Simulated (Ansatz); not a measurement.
# Scan of AlGe, quartet

Starting geometry (PBE0/def2-TZVP stationary point for this spin):

| atom | x (Å) | y (Å) | z (Å) |
| --- | --- | --- | --- |
| Ge | 0.0000 | 0.0000 | 0.0000 |
| Al | 0.0000 | 0.0000 | 2.4669 |

From there Al2 moves along the line of the two atoms named below, all else staying in place; atoms are numbered as listed. Energies are in kJ/mol, counted from the starting geometry at the same level.

Basis aug-cc-pVDZ; Ansatz 0.2.0. Correlated methods freeze the noble-gas cores and the filled d shells of p-block atoms. Prefix R: restricted or restricted open-shell reference; prefix U: unrestricted. No spin–orbit coupling is included, and no scalar relativity.

For open shells CISD is restricted-active-space CI with the open shells as a complete middle space.

Full CI is exact within this basis and frozen core; it isn't the basis-set limit. The frozen core follows each run's orbitals, which can shift R against U totals by a few meV for light atoms and by up to 0.1 eV past Ca.

```tsv
distance Ge1-Al2 (Å)	full CI	unpaired electrons (full CI)	error UMP2	error CISD	error RCCSD	error BCCD(T)	error RCCSDT(Q)	error UCCSDT(Q)
2.169	61.3	3.09	-4.8	-2.2	-0.2	-0.4	0.0	0.1
2.467	0.0	3.10	0.0	0.0	0.0	0.0	0.0	0.0
2.723	7.8	3.10	3.1	0.9	-0.1	0.4	0.0	-0.1
3.420	88.9	3.12	13.3	4.1	0.7	3.0	-0.2	-0.4
4.594	179.5	3.22	8.6	-2.2	-5.7	2.8	0.5	1.1
6.732	205.1	3.24	1.5	-9.3	-12.7	-2.7	0.1	0.3
```

Unpaired electrons are Σ n²(2−n)² over natural occupations. Errors are those of relative energies. In total energy the starting point itself misses full CI by: UMP2 91.8, CISD 34.3, RCCSD 20.4, BCCD(T) 5.2, RCCSDT(Q) 0.2, UCCSDT(Q) -0.8 kJ/mol.

Spread of the error over the points with a reference, to 6.732 Å (largest less smallest): RCCSDT(Q) 0.7, UCCSDT(Q) 1.5, BCCD(T) 5.7, RCCSD 13.3, CISD 13.4, UMP2 18.1 kJ/mol.

Going outwards, the relative energy of CISD first misses by more than 4.2 kJ/mol (1 kcal/mol) at 6.732 Å.

Going outwards, the relative energy of RCCSD first misses by more than 4.2 kJ/mol (1 kcal/mol) at 4.594 Å.
